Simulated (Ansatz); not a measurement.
Geometry optimisation, Ansatz 0.2.0, RKS PBE0/def2-SVP.

Input file:

```yaml
crystal:
  periodic: [false, false, false]
  atoms:
    - { symbol: "N", position_ang: [0.35366, -0.20981, 0.17435] }
    - { symbol: H, position_ang: [0.12522, 0.8175, 0.15759] }
    - { symbol: H, position_ang: [-0.47888, -0.60769, -0.33194] }
total_charge: -1
basis:
  gaussian: { orbitals: def2-SVP }
hamiltonian:
  xc: pbe0
relax:
  f_tol: 0.02
  max_steps: 40
scf:
  lower_state_search: "off"
```

Launched with:

```bash
$ ansatz run input.yaml --threads 1 --pin off --max-ram 2048MiB --backend cpu --events-out ev --progress --plain --runs-dir out
```

Problem. Where does it end, and by what steps?

Solution. The forces met the threshold. Limits of this set-up: an anion without diffuse functions, the dipole of an ion depends on the origin. After 3 steps the energy has fallen by 0.017 eV; H2 moved furthest, 0.03 Å.

```csv
step,energy less start (eV),largest force component (eV/Å),accepted
0,0.0000,0.410,yes
1,-0.0165,0.112,yes
2,-0.0172,0.029,yes
3,-0.0172,0.003,yes
```

```xyz
3
Properties=species:S:1:pos:R:3
N 0.371 -0.220 0.183
H 0.105 0.796 0.144
H -0.477 -0.576 -0.327
```

Whether the end is a true minimum wasn't checked by a vibrational analysis.

Time of the run: 0.7 s on 1 thread of Arm Neoverse V2, with other jobs on the host, peak memory 0.08 GiB.
